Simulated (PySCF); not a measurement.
## `O=[SH]CC#[O+]`, [C₂H₃O₂S]+, charge +1

Geometry:
```tsv
atom	x (Å)	y (Å)	z (Å)
O1	1.936	0.085	1.067
S2	1.523	-0.192	-0.265
C3	-0.415	0.569	-0.412
C4	-1.240	-0.190	0.339
O5	-1.850	-0.875	0.994
H6	0.989	-1.525	-0.211
H7	-0.311	1.596	-0.056
H8	-0.624	0.540	-1.481
```

Total charge +1.

Level of theory: PySCF 2.14.0, GIAO B3LYP/aug-pcSseg-1 magnetisability, rotational g tensor and spin-rotation constants, non-relativistic, gas phase. Geometry: GFN2-xTB.

For an ion the centre-of-mass motion in the field is neglected.

What are the magnetisability and the molar susceptibility?

Isotropic -590 × 10⁻³⁰ J/T², or -35.5 × 10⁻⁶ cm³/mol; principal values -650, -601, -519 × 10⁻³⁰ J/T², anisotropy 115 × 10⁻³⁰ J/T² (root of half the summed squared differences of the principal values). The susceptibility is in cgs units.

Split it along the inertial axes a, b, c into diamagnetic and paramagnetic parts about the centre of mass, with the quadrupole moment.


```
axis  χ (10⁻⁶ cm³/mol)  diamagnetic (10⁻⁶ cm³/mol)  paramagnetic (10⁻⁶ cm³/mol)  summed x² of all electrons (Å²)  quadrupole Θ (D Å)
   a             -36.5                      -184.0                        147.5                            108.6               +3.63
   b             -37.3                      -525.7                        488.3                             28.1               -2.71
   c             -32.7                      -580.2                        547.5                             15.3               -0.92
```
Anisotropies 2χaa − χbb − χcc = -3.1 and 2χbb − χaa − χcc = -5.4 × 10⁻⁶ cm³/mol. Θ is traceless in Buckingham's convention.

And the rotational g tensor?


```tsv
axis	rotational constant (GHz)	g	nuclear part	electronic part
a	9.5679	-0.0686	0.5942	-0.6629
b	2.2991	-0.0116	0.5158	-0.5274
c	2.0686	-0.0160	0.5161	-0.5321
```
Asymmetric top; isotopes 12C, 1H, 16O, 32S; no vibrational averaging.
